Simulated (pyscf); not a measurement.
H₃Si–Si•(SiH₃)–SiH₃ + H₃Si–SiH₃ -> H₃Si–Si(SiH₃)(SiH₃)–SiH₃ + SiH₃•, a substitution at Si (doublet surface; Si–Si broken, Si–Si formed). Optimised with ωB97X-D3(BJ)/def2-SVP in PySCF. Energies in kcal/mol from the separated reactants.

Small-basis levels: PySCF, no dispersion term, spherical d functions. AM1 to PM7: differences of heats of formation from MOPAC, which are fitted to 298 K values and so differ in kind from electronic energies by zero-point and thermal terms. Open shells are spin-unrestricted. 

```json
[
 {"level": "MP2/6-31G*", "barrier": "17.1", "reaction energy": "+1.5"},
 {"level": "B3LYP/STO-3G", "barrier": "14.3", "reaction energy": "+6.6"},
 {"level": "B3LYP/LANL2DZ", "barrier": "20.3", "reaction energy": "+4.4"},
 {"level": "B3LYP/6-311+G**", "barrier": "15.7", "reaction energy": "+6.2"},
 {"level": "PBE/def2-SVP", "barrier": "5.3", "reaction energy": "+4.2"},
 {"level": "B3LYP/def2-SVP", "barrier": "14.1", "reaction energy": "+5.5"},
 {"level": "PM3", "barrier": "[?]", "reaction energy": "+2.8"},
 {"level": "PM6", "barrier": "3.2", "reaction energy": "+8.6"},
 {"level": "PM7", "barrier": "[?]", "reaction energy": "-0.7"},
 {"level": "ωB97M-D3(BJ)/def2-TZVP", "barrier": "[?]", "reaction energy": "+4.5"}
]
```

Question: Fill in the missing entries.

Answer: 
- PM3, barrier: -19.3
- PM7, barrier: 29.4
- ωB97M-D3(BJ)/def2-TZVP, barrier: 11.0

Against the last row the barrier runs from -30.3 (PM3) to +18.4 kcal/mol (PM7). At PM3, PM6 this geometry lies under one side, so the entry may be no barrier of that level: it is a single point on another level's saddle. ωB97M-D3(BJ)/def2-TZVP has limits of its own. One saddle was located; it need not be the lowest between these sides. The angle at the attacked Si is 180°.
